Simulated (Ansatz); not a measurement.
A made-up structure of CH3BS, closed shell:

B1  (-0.581, -0.236, -0.354)
C2  (0.708, -0.651, 1.344)
S3  (0.652, 0.482, 0.187)
H4  (-0.447, -1.046, -1.225)
H5  (-1.666, 0.134, -0.012)
H6  (1.505, 1.528, 0.027)
(Å)

It is relaxed with PBE-D4/def2-SVP and then PBE0-D4/def2-TZVP (Ansatz 0.2.0). Atoms count as bonded within 1.22 times the sum of their covalent radii (H–H: 0.88 Å). The end point is not checked to be a true minimum.

**Question.** Does its bonding change? (A judgement: the text doesn't fix the answer.)

**Answer.** Computed: Yes. Formed: B1–C2; broken: B1–S3.

Where it ends: The first stage lowers the energy by 5.15 eV in 18 steps. It ends as CH₃BS ([BH2][C][SH]):
| atom | x (Å) | y (Å) | z (Å) |
| --- | --- | --- | --- |
| B1 | -0.8444 | -0.6514 | -0.2155 |
| C2 | 0.1955 | 0.2864 | -0.0818 |
| S3 | 1.2688 | 1.4562 | -0.1400 |
| H4 | -0.6587 | -1.6359 | -0.8713 |
| H5 | -1.8818 | -0.4522 | 0.3484 |
| H6 | 2.0926 | 1.2079 | 0.9278 |

Labels in which every atom is bracketed show which atoms are joined, not bond orders.

For scale, one of the runs: PBE0-D4/def2-TZVP relaxation, 117 basis functions, launched by `ansatz run in.yaml --threads 2 --pin off --events-out ev --progress --plain --max-ram 4352MiB`. The run took about 25 s on 2 CPU threads of an Arm Neoverse N1 (shared host).
